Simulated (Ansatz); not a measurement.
# C3H4, singlet: CASSCF and its corrections

Computed with Ansatz's Gaussian-basis code (development build); NEVPT3, NEVPT4(SD), MRCISD by development code. Basis cc-pVTZ, nonrelativistic, 3 orbitals frozen in the corrections. State-specific CASSCF; RHF is the lowest restricted (open-shell) Hartree–Fock solution met. No symmetry is imposed, so a solution can break that of the shape. The lowest solution met needn't be the lowest there is, nor hold the orbitals that a chemist would pick.

Geometry:

```json
{"atom": "C", "x (Å)": "0.0000", "y (Å)": "0.0000", "z (Å)": "0.0000"}
{"atom": "C", "x (Å)": "0.0000", "y (Å)": "0.0000", "z (Å)": "1.3112"}
{"atom": "C", "x (Å)": "0.0000", "y (Å)": "0.0000", "z (Å)": "-1.3112"}
{"atom": "H", "x (Å)": "0.0000", "y (Å)": "0.9268", "z (Å)": "1.8766"}
{"atom": "H", "x (Å)": "0.0000", "y (Å)": "-0.9268", "z (Å)": "1.8766"}
{"atom": "H", "x (Å)": "0.9268", "y (Å)": "0.0000", "z (Å)": "-1.8766"}
{"atom": "H", "x (Å)": "-0.9268", "y (Å)": "0.0000", "z (Å)": "-1.8766"}
```

Task: What do CASSCF and its corrections give against RHF in CAS(4,4), and what are the occupations?

Result: CASSCF -1.427 eV, SC-NEVPT2 -13.077 eV, FIC-NEVPT2 -13.088 eV, NEVPT3 -13.795 eV, NEVPT4(SD) -14.194 eV, MRCISD -12.641 eV; occupations 1.92, 1.92, 0.08, 0.08. The MRCI reference weight is 0.888.

Task: How do single-reference totals in the same basis and frozen core stand against SC-NEVPT2 in CAS(4,4)?

Result: CCSD(T) -1.309 eV. Coupled cluster stands on the determinant that it favours, which can lie over the RHF solution above, and is in doubt where the occupations are far from 0, 1 and 2.

Task: Roughly how much CPU time does a whole run from the default start take (median of such runs, summed over threads; nearly all runs on one pinned thread of a shared server, mostly Xeon at 2.3 to 2.6 GHz, by a development driver)?

Result: CAS(4,4): about 5.7 s. Other jobs ran beside these, and the count of passes differs.
